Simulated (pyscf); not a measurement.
9 group-13 steps of one kind (four-centre exchange, closed-shell): reaction energy in kcal/mol, from the separated reactants or the lowest minimum found. Single points on ωB97X-D3(BJ)/def2-SVP structures (PySCF, gas phase). Functionals in def2-TZVP; the last column is ωB97M-D3(BJ)/def2-TZVP. Rows were drawn at random from the steps of this kind and element class whose saddle was verified and whose references are stable.

| step | PBE | M06-2X | r²SCAN | ωB97M-D3(BJ) |
|---|---|---|---|---|
| `[GaH2][AsH2]` + `[SiH4]` → `[SiH3][AsH][GaH2]` + `[H][H]` | -5.5 | -6.1 | -6.3 | -3.1 |
| `[CH3][In]` [singlet] + `[H][H]` -> `[InH]` [singlet] + `[CH4]` | -9.8 | -8.4 | -9.7 | -11.1 |
| `[OH2]` + `[OH][B]([OH])[Cl]` → `[OH][B]([OH])[OH]` + `[ClH]` | -9.2 | -11.7 | -10.2 | -10.5 |
| `[AsH3]` + `[GaH3]` -> `[GaH2][AsH2]` + `[H][H]` | -11.5 | -13.2 | -11.8 | -8.9 |
| `[F][BH][F]` + `[CH2]=[CH2]` → `[CH2]=[CH][B]([F])[F]` + `[H][H]` | -0.9 | -1.1 | -2.0 | -0.2 |
| `[CH3][Al]([CH3])[F]` + `[H][H]` → `[CH4]` + `[CH3][AlH][F]` | -5.0 | -2.9 | -4.4 | -5.4 |
| `[SiH3][PH2]` + `[GaH3]` → `[SiH3][PH][GaH2]` + `[H][H]` | -11.0 | -12.2 | -11.8 | -8.4 |
| `[CH3][B]([CH3])[CH3]` + `[ClH]` -> `[CH4]` + `[CH3][B]([CH3])[Cl]` | -26.1 | -26.3 | -26.7 | -25.4 |
| `[ClH]` + `[CH2]=[CH][BH][Cl]` → `[Cl][BH][Cl]` + `[CH2]=[CH2]` | -16.3 | -16.2 | -16.2 | -15.5 |

Differences from the last column (kcal/mol): PBE: mean -0.7, median -0.7, mean size 1.4, lower in 6 of 9; M06-2X: mean -1.1, median -0.9, mean size 2.2, lower in 7 of 9; r²SCAN: mean -1.2, median -1.3, mean size 1.8, lower in 6 of 9. PBE is closest for row 6 (0.4 kcal/mol apart) and farthest for row 7 (2.6 kcal/mol). PBE, r²SCAN and M06-2X carry no added dispersion term. The last column is a level with limits of its own. Elements up to Kr have no core potential and no relativistic terms here. Elements past Kr carry the def2 core potentials, without spin-orbit coupling.
